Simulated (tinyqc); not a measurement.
Geometry optimisation on the RHF/sto-3g surface (energies and gradients from PySCF), for BH2+, spin multiplicity 1, step by step. Computed by tinyqc, a small Python program that keeps every step (integrals from PySCF). Settings: charge = 1, multiplicity = 1, basis = sto-3g, optimiser = bfgs, first Hessian = 1.0, largest step = 0.5, iteration cap = 30. Command: `OMP_NUM_THREADS=1 python tinyqc.py 31631 31632 out.jsonl` (the two numbers bound the seeds that draw the settings). One thread of a shared host (Intel(R) Xeon(R) Processor @ 2.60GHz), about 0.5 s of CPU time with the checks.

## Step 1: energy and gradient

positions at the start (bohr):
```
           x         y         z
1B  -0.06047   0.00000  -0.03402
2H   0.03590   2.00311   0.88250
3H  -0.03968  -1.91618   0.92597
```

Self-consistent energy and analytic gradient at these positions.

energy = -25.1361254 hartree

gradient (hartree/bohr):
```
             x           y           z
1B  -0.0031056  -0.0242229  -0.0426244
2H   0.0010489  -0.0310035   0.0271164
3H   0.0020567   0.0552264   0.0155080
```

## Step 1: move

Quasi-Newton step p = -H^(-1) g (first H = 1 times the unit matrix); steps longer than 0.5 bohr are cut back.

positions after step 1 (bohr):
```
           x         y        z
1B  -0.05737   0.02422  0.00861
2H   0.03486   2.03411  0.85539
3H  -0.04174  -1.97141  0.91046
```

## Step 2: energy and gradient

As before.

energy = -25.1427479 hartree

gradient (hartree/bohr):
```
             x           y           z
1B  -0.0026767   0.0021378  -0.0442098
2H   0.0006239  -0.0366784   0.0220492
3H   0.0020529   0.0345405   0.0221606
```

## Step 2: move

inverse Hessian in use (bohr^2/hartree), lower triangle:
```
          1         2         3         4         5        6        7        8
1   1.00922
2   0.02649   0.85226
3   0.14129   0.47855   3.14164
4  -0.00256  -0.00463  -0.04013   1.00068
5   0.11170   0.41769   1.68024  -0.03220   2.31125
6  -0.07789  -0.21090  -1.19785   0.02148  -0.94920  1.65733
7  -0.00666  -0.02185  -0.10116   0.00188  -0.07949  0.05641  1.00478
8  -0.13818  -0.26995  -2.15879   0.03684  -1.72894  1.16010  0.10135  2.99888
9  -0.06340  -0.26764  -0.94378   0.01865  -0.73104  0.54052  0.04475  0.99869

         9
9  1.40326
```

Quasi-Newton step p = -H^(-1) g (the inverse Hessian comes from BFGS updates; coordinates in the order x, y, z of each atom); steps longer than 0.5 bohr are cut back (factor 0.882 here).

positions after step 2 (bohr):
```
           x         y        z
1B  -0.03893   0.07246  0.29270
2H   0.02979   2.25953  0.69988
3H  -0.05512  -2.24507  0.78187
```

## Step 3: energy and gradient

As before.

energy = -25.1650942 hartree

gradient (hartree/bohr):
```
             x           y           z
1B  -0.0013111   0.0445130  -0.0357654
2H   0.0006483  -0.0098797   0.0137467
3H   0.0006628  -0.0346334   0.0220187
```

## Step 3: move

inverse Hessian in use (bohr^2/hartree), lower triangle:
```
          1         2         3         4         5        6        7        8
1   1.01172
2   0.01646   0.78271
3   0.18517   0.33818   3.90054
4  -0.00357  -0.00272  -0.05713   1.00104
5   0.13330   0.27174   2.07877  -0.04206   2.46589
6  -0.10128  -0.13242  -1.60352   0.03061  -1.15962  1.87405
7  -0.00815  -0.01374  -0.12805   0.00253  -0.09124  0.07067  1.00563
8  -0.14976  -0.05445  -2.41696   0.04478  -1.73763  1.29204  0.10498  2.79208
9  -0.08389  -0.20576  -1.29702   0.02652  -0.91915  0.72947  0.05737  1.12492

         9
9  1.56755
```

Quasi-Newton step p = -H^(-1) g (the inverse Hessian comes from BFGS updates; coordinates in the order x, y, z of each atom); steps longer than 0.5 bohr are cut back.

positions after step 3 (bohr):
```
           x         y        z
1B  -0.03233   0.05690  0.40495
2H   0.02735   2.32241  0.63969
3H  -0.05926  -2.29238  0.72981
```

## Convergence

Stop when the largest gradient component is below 3e-5 hartree/bohr. The inverse Hessian follows the BFGS update with s = step, y = change of gradient.

Course of the optimisation:
```
step  E (hartree)  largest gradient (hartree/bohr)
1     -25.1361254                         5.52e-02
2     -25.1427479                         4.42e-02
3     -25.1650942                         4.45e-02
4     -25.1690064                         3.80e-02
5     -25.1724803                         2.06e-02
6     -25.1739228                         1.73e-02
7     -25.1743573                         8.64e-03
8     -25.1744322                         2.03e-04
9     -25.1744323                         2.09e-05
```

Final distances (angstrom):
```
pair   distance
2H-1B   1.18650
3H-1B   1.18647
3H-2H   2.37298
```

Converged in 9 steps.
